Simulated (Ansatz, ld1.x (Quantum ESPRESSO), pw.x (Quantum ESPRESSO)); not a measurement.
## Equation-of-state test of one PAW potential (phosphorus (P))

* Element: P (Z = 15)
* Generator: ld1.x (Quantum ESPRESSO) 7.5
* Type: PAW
* Functional: LDA (PW92)
* Relativity: scalar-relativistic
* Frozen core: [Ne]
* Valence charge: 5
* Reference configuration: 3s2 3p2 (charge +1)
* Partial waves: 3s (bound): rcut 1.40, rcutus 1.60 bohr; 3s channel at 2.2 Ry: rcut 1.40, rcutus 1.60 bohr; 3p (bound): rcut 1.95, rcutus 2.15 bohr; 3p channel at 0.5 Ry: rcut 1.95, rcutus 2.15 bohr; 3d channel at 0.05 Ry: rc 2.20 bohr
* Local potential: the d channel
* Core correction: none
* Augmentation charge: PSQ, inside the norm-conserving radii

Atomic tests: cutoffs needed: 12 Ry and 18 Ry (the cutoffs (Ry, on a coarse ladder) from which the occupation-weighted sum of valence levels, in a spherical-Bessel basis at the reference potential, stays within 10 and 1 mRy of its value at 400 Ry); ghost test: no extra level below or beside the all-electron valence levels (s, p, d, f tested) (spherical-Bessel basis up to 400 Ry, 20 bohr box); configuration tests: test run stopped at test 4 of 9 (negative rho).

Crystal test: bcc P in pw.x 7.5, no spin, 15³ k-points, Fermi–Dirac smearing 0.01 Ry, cutoffs 40/320 Ry. The reference is all-electron LAPW (Ansatz 0.2.0) with the same functional, mesh and smearing; V0 and B0 come from Birch–Murnaghan fits to the pressures at five volumes. Errors are pseudo minus all-electron; Δ is the rms difference of the E(V) curves that follow from these fits, minima aligned, over ±6 % about the mean V0. Mesh and smearing are coarse, so the numbers serve the comparison and aren't converged zero-temperature values; the lattice is a test structure that the element need not adopt.

All-electron: a0 = 3.005 Å (V0 = 13.57 Å³/atom), B0 = 108.8 GPa.

How far does the potential miss the all-electron equation of state?

mean pressure error (GPa): +1.58; a0 (Å): 3.020; a0 error (%): +0.48; B0 error (%): -0.0; Δ (meV/atom): 4.6. Atomic configuration tests: test run stopped at test 4 of 9 (negative rho).

```
V (Å³/atom)  P all-electron (GPa)  P pseudo (GPa)
     12.952                  5.54            7.43
     13.293                  2.33            4.05
     13.634                 -0.50            1.06
     13.975                 -3.02           -1.59
     14.316                 -5.26           -3.96
```

At the middle volume, how do free energy and pressure move when the wave cutoff is lowered (ecutrho held at 320 Ry)?

```tsv
cutoff (Ry)	shift of F (meV/atom)	shift of P (GPa)
18	+47.6	-0.11
24	+14.1	-0.35
32	+1.0	-0.12
```

Input at the middle volume:

```
&control
  calculation='scf', prefix='x', pseudo_dir='./', outdir='./tmp', tstress=.true., disk_io='low'
/
&system
  ibrav=0, nat=1, ntyp=1, ecutwfc=40, ecutrho=320, nbnd=9,
  occupations='smearing', smearing='fd', degauss=0.01
/
&electrons
  conv_thr=1e-09, mixing_beta=0.4, electron_maxstep=70
/
ATOMIC_SPECIES
P 1.0 P.UPF
CELL_PARAMETERS angstrom
  -1.50494663 1.50494663 1.50494663
  1.50494663 -1.50494663 1.50494663
  1.50494663 1.50494663 -1.50494663
ATOMIC_POSITIONS crystal
P 0.0000 0.0000 0.0000
K_POINTS automatic
15 15 15 0 0 0
```

```bash
pw.x < P.scf.in > P.scf.out
```

Lines of the output:

```
Message from routine setup:
     using ibrav=0 with symmetry is DISCOURAGED, use correct ibrav instead
     lattice parameter (alat)  =       4.9258  a.u.
     unit-cell volume          =      92.0068 (a.u.)^3
     number of electrons       =         5.00
     number of Kohn-Sham states=            9
     kinetic-energy cutoff     =      40.0000  Ry
     charge density cutoff     =     320.0000  Ry
     scf convergence threshold =      1.0E-09
     Exchange-correlation= SLA  PW   NOGX NOGC
     number of k points=   120  Fermi-Dirac smearing, width (Ry)=  0.0100
     iteration #  1     ecut=    40.00 Ry     beta= 0.40
     total energy              =     -53.23945433 Ry
     estimated scf accuracy    <       0.04399965 Ry
     iteration #  2     ecut=    40.00 Ry     beta= 0.40
     total energy              =     -53.23492111 Ry
     estimated scf accuracy    <       0.01124949 Ry
     iteration #  3     ecut=    40.00 Ry     beta= 0.40
     total energy              =     -53.23577531 Ry
     estimated scf accuracy    <       0.00001585 Ry
     iteration #  4     ecut=    40.00 Ry     beta= 0.40
     total energy              =     -53.23578437 Ry
     estimated scf accuracy    <       0.00000035 Ry
     iteration #  5     ecut=    40.00 Ry     beta= 0.40
     total energy              =     -53.23578433 Ry
     estimated scf accuracy    <       0.00000002 Ry
     iteration #  6     ecut=    40.00 Ry     beta= 0.40
     the Fermi energy is    11.7967 ev
!    total energy              =     -53.23578434 Ry
     estimated scf accuracy    <          2.9E-10 Ry
     smearing contrib. (-TS)   =      -0.00202476 Ry
     convergence has been achieved in   6 iterations
          total   stress  (Ry/bohr**3)                   (kbar)     P=       10.62
```

The run at the middle volume (120 k-points, 6 iterations) took about 3.5 s on one core of a shared host (Intel(R) Xeon(R) Platinum 8488C, 96 threads, 744 GiB, load 40).
